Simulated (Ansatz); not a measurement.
Barrier height from F + H2 to the transition structure FH2, without zero-point energy, on the benchmark's geometries as Psi4's copy of the set gives them.
Transition structure (charge 0, multiplicity 2):
```xyz
3

H      0.1466    -1.1284     0.0000
F      0.0000     0.3304     0.0000
H     -0.1466    -1.8454     0.0000
```
Reactant (charge 0, multiplicity 1):
```xyz
2

H      0.00000     0.00000     0.00000
H      0.74188     0.00000     0.00000
```

Open shells are unrestricted; no spin–orbit coupling.

Correlated levels freeze the cores. CBS: X⁻³ extrapolation of the correlation energy, Hartree–Fock from the larger set.

Programs: Ansatz (a program for electronic structure). 

The comparison value is 1.28 kcal/mol (CCSD(T)/CBS(aug-cc-pVTZ, aug-cc-pVQZ)). It is a level with limits of its own, not the exact answer.

**Question.** Order these levels by how close they come to the comparison value for the barrier height, closest first: CCSD(T)/aug-cc-pVTZ, CCSD(T)/cc-pVDZ, CAM-B3LYP/def2-TZVPPD. Give each level's value less the comparison value.

**Answer.** CCSD(T)/aug-cc-pVTZ (0.47 kcal/mol), CCSD(T)/cc-pVDZ (4.48 kcal/mol), CAM-B3LYP/def2-TZVPPD (-6.25 kcal/mol)
